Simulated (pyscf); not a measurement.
H₂B–CH₂• (SMILES B[CH2]) + H₂ (SMILES [H][H]) -> H₂B–CH₃ (SMILES BC) + H• (SMILES [H]), a hydrogen abstraction (doublet surface; H–H broken, C–H formed). Optimised with ωB97X-D3(BJ)/def2-SVP in PySCF. Energies in kJ/mol from the separated reactants.

Small-basis levels: PySCF, no dispersion term, spherical d functions. Open shells are spin-unrestricted. 

Task: In single points B3LYP/6-31G* puts the saddle at 60.7 kJ/mol and the reaction energy at +45.1 kJ/mol. Should these be trusted to within a few kcal/mol? Compare with ωB97M-D3(BJ)/def2-TZVP.

Result: ωB97M-D3(BJ)/def2-TZVP gives ΔE‡ = 65.8 kJ/mol and ΔE = +33.7 kJ/mol. B3LYP/6-31G* lies 5.1 kJ/mol under it in the barrier and 11.4 kJ/mol over it in the reaction energy, so on this step it holds to within 12.6 kJ/mol. ωB97M-D3(BJ)/def2-TZVP has limits of its own. One saddle was located; it need not be the lowest between these sides. The angle at the transferred H is 168°.
